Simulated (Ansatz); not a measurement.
System: hcp Tc. Method: BLYP in Ansatz (PAW).

Run with plane-wave cutoff 520 eV, 24×24×12 k mesh (along the axes of the cell as run), Fermi–Dirac smearing 0.05 eV, no spin polarisation, scalar-relativistic PAW data made under PBE.

Computed at the level's own relaxed cell.

Give the computed lattice parameter a, lattice parameter c and bulk modulus B0.


lattice parameter a: 2.795 Å
lattice parameter c: 4.455 Å
bulk modulus B0: 264 GPa

The run finds no gap.

Measured, for comparison: lattice constant a 2.741 Å, lattice parameter c 4.399 Å (293 K, not corrected to a static lattice; as tabulated in Wikipedia's data pages); bulk modulus 303 GPa (zero-point energy and finite temperature contributions removed; as tabulated in doi:10.1021/acs.jctc.3c00612). Computed (rounded) less measured: lattice constant a +2.0 %, lattice parameter c +1.3 %, bulk modulus -13 %.

Note: the bulk modulus comes from volumes at which shape and atoms were relaxed.

The computed numbers hold no vibrational or temperature effects.

Ansatz is a first-principles code.
